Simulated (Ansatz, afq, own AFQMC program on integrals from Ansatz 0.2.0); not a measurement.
AFQMC on a folder of integrals that Ansatz 0.2.0 wrote.

```yaml
crystal:
  periodic: [false, false, false]
  atoms:
    - {symbol: Si, position_ang: [-0.076983, 0.000000, 0.000000]}
    - {symbol: H, position_ang: [-0.571855, 1.399708, 0.000000]}
    - {symbol: H, position_ang: [-0.571855, -0.699854, 1.212183]}
    - {symbol: H, position_ang: [-0.571855, -0.699854, -1.212183]}
    - {symbol: H, position_ang: [1.407632, 0.000000, 0.000000]}
    - {symbol: H, position_ang: [2.453017, 0.000000, 0.000000]}
basis:
  gaussian: {orbitals: cc-pVTZ}
magnetization: {spin_polarized: true, initial_magnetization: 1}
correlation: {method: ccsd_t, electrons: outside_noble_gas, hamiltonian_folder: ham}
```

```sh
$ ansatz run in.yaml --threads 1 --pin off --events-out ev --progress --plain --max-ram 16896MiB --backend cuda --devices 0, --max-vram 18GiB
```

Options of the walk:

```
--method phaseless --trial cisd --walkers 1100 --populations 20 --least-time 60 --time-step 0.005 --steps-per-block 50 --equilibration-blocks 28 --max-blocks 4000 --target-error 0.00018 --factor-cut 1e-05 --start spin_pure --seed 9248 --release-times 0.24,0.51,0.99,1.62,2.4 --release-step 0.03 --release-every 3 --taylor-order 6
```

Times are imaginary, in 1/Eh. The walk had a cap of 238 s. With eight or more populations the least sampling time is a fifth of least-time, and the error comes from their spread.

Output of the walk:

```
orbitals 99  electrons 5 4  factors 571 of 573
reference energy -291.73135061 Eh
CCSD correlation -0.18697717 Eh in 10 cycles, weight of the determinant in the CISD state 0.9042
energy of the start -291.917998 Eh
 block  time / (1/Eh)  mean weight  energy / Eh
     1     0.250  0.9999  -291.916459
     2     0.500  1.0002  -291.917561
     3     0.750  1.0003  -291.918723
     4     1.000  0.9995  -291.919812
     5     1.250  0.9995  -291.920861
    10     2.500  1.0000  -291.923606
    15     3.750  1.0000  -291.923159
    20     5.000  1.0004  -291.923636
    25     6.250  1.0001  -291.924306
    30     7.500  1.0001  -291.923533
    35     8.750  0.9995  -291.923154
    40    10.000  1.0002  -291.924055
    45    11.250  1.0004  -291.923454
    50    12.500  1.0000  -291.923291
    52    13.000  1.0004  -291.923032
    55    13.750  0.9995  -291.923657
    60    15.000  1.0001  -291.923618
    65    16.250  1.0002  -291.924217
    70    17.500  0.9999  -291.924433
    71    17.750  0.9995  -291.925313
    75    18.750  0.9994  -291.924321
    78    19.500  0.9993  -291.923338
error from the spread of 20 populations
released: time / (1/Eh)  energy / Eh  error  mean overlap
  0.24  -291.923890  0.000081  0.9955
  0.51  -291.923922  0.000090  0.9927
  0.99  -291.923776  0.000089  0.9912
  1.62  -291.923922  0.000120  1.0006
  2.40  -291.924140  0.000138  0.9858
energy -291.923823 +/- 0.000102 Eh
(rows thinned)
```

The run passed its tests (sampling time, drift between the halves within three errors, error under three times the target), which doesn't prove that it has relaxed. The second half of the sampling lies below the first by 1.7 errors of their difference, so the energy may still be moving and its error bar be too small.

Against this walk (error 2.8 meV) on the same determinant: CCSD(T) 24.9 meV higher, CCSDT(Q) 3.4 meV lower (within the noise). The error is statistical and leaves out the bias of the constraint. The released energies are still falling (meV from the phaseless value at times in 1/Eh: -1.8 ± 2.2 at 0.24, -2.7 ± 2.5 at 0.51, 1.3 ± 2.4 at 0.99, -3 ± 3 at 1.62, -9 ± 4 at 2.40), so they give no level.

Cautions: constraint bias not in the error.

The walk took 76 s on 1 × NVIDIA H100 80GB HBM3 with 2 threads of AMD EPYC 7R13 Processor (Zen 3), with other jobs on the host (the card was shared). The log's last line is the phaseless energy.

CCSDT and higher add their correlation energy to the determinant of the CCSD(T) run, since their own runs factorise the integrals more tightly (a shift of under 2 meV). A walk keeps the symmetry of its determinant, which the program's search chose and which needn't be the lowest solution, so a lower state of the same spin and another symmetry isn't excluded.
